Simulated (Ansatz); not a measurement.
**Al₂H₄ (singlet): wave-function methods side by side, cc-pVDZ**

Aim: climb from Hartree-Fock through coupled cluster and multireference methods for Al₂H₄ (singlet) at one geometry and basis, and see what each rung misses.

Method: cc-pVDZ, core rule «outside noble gas», up to 10 orbitals frozen; program: Ansatz 0.2.0, Gaussian basis.

The runs, in order: UHF; CCSD(T) on RHF; BCCD(T) on RHF; CISD; CCSDT(Q) on RHF; CCSDTQ on RHF; CASSCF and MRCISD+Q, 10 electrons in 12 orbitals; CASSCF and NEVPT2, 10 electrons in 12 orbitals.

3 further runs of the same task are left out: 3 set aside as unsound or not needed.

## 1. What is computed

The geometry is a PBE0/def2-TZVP stationary point (not a proven minimum).

6 atoms, charge 0, spin multiplicity 1.

Atoms are counted from 1 here; the program's logs count them from 0.

Bond lengths: Al1–Al2 2.617 Å, Al1–H3 1.595 Å, Al1–H4 1.595 Å, Al2–H5 1.595 Å, Al2–H6 1.595 Å. Angles: Al2–Al1–H3 121.9°, Al2–Al1–H4 121.9°, H3–Al1–H4 116.1°, Al1–Al2–H5 121.9°, Al1–Al2–H6 121.9°, H5–Al2–H6 116.1°.

## 2. UHF

Contents of in.yaml:

```yaml
crystal:
  periodic: [false, false, false]
  atoms:
    - {symbol: Al, position_ang: [0.000000, 0.000000, 1.308589]}
    - {symbol: Al, position_ang: [0.000000, 0.000000, -1.308589]}
    - {symbol: H, position_ang: [0.000000, 1.353331, 2.152404]}
    - {symbol: H, position_ang: [0.000000, -1.353331, 2.152404]}
    - {symbol: H, position_ang: [0.000000, 1.353331, -2.152404]}
    - {symbol: H, position_ang: [0.000000, -1.353331, -2.152404]}
basis:
  gaussian: {orbitals: cc-pVDZ}
magnetization: {spin_polarized: true, initial_magnetization: 0}
hamiltonian: {xc: hf}
output: {orbitals: {seedname: orbitals}}
```

Started as:

```console
ansatz run in.yaml --threads 1 --pin off --events-out ev --progress --plain --max-ram 2816MiB --backend cpu
```

Further steps of the session: CCSD(T) on RHF; BCCD(T) on RHF; CISD; CCSDT(Q) on RHF; CCSDTQ on RHF; CASSCF and MRCISD+Q, 10 electrons in 12 orbitals; CASSCF and NEVPT2, 10 electrons in 12 orbitals.

**Question.** What will the summary of the whole plan be? Wanted: RCCSDTQ below the RHF energy; RMP2 from RCCSDTQ; RCCSD from RCCSDTQ; RCCSD(T) from RCCSDTQ; RCCSDT(Q) from RCCSDTQ; NEVPT2 valence from RCCSDTQ; MRCISD+Q valence from RCCSDTQ; T1 diagnostic; effectively unpaired electrons.

The runs gave:

| quantity | value |
| --- | --- |
| RCCSDTQ below the RHF energy | -4.8393 eV |
| RMP2 from RCCSDTQ | +28.45 kcal/mol |
| RCCSD from RCCSDTQ | +2.59 kcal/mol |
| RCCSD(T) from RCCSDTQ | +0.67 kcal/mol |
| RCCSDT(Q) from RCCSDTQ | +0.02 kcal/mol |
| NEVPT2 valence from RCCSDTQ | +22.11 kcal/mol |
| MRCISD+Q valence from RCCSDTQ | +0.51 kcal/mol |
| levels within 1 kcal/mol (43 meV) | RCCSD(T), BCCD(T), RCCSDT, RCCSDT(Q), MRCISD+Q valence |
| T1 diagnostic | 0.011 |
| effectively unpaired electrons | 0.04 |

RCCSD(T) lands +0.67 kcal/mol from the yardstick (0.6 % of the correlation energy). One determinant dominates. Of the multireference levels listed MRCISD+Q valence comes nearest in total energy (+0.51 kcal/mol), which doesn't show that its space is the better one. These misses are within one basis, not against nature.
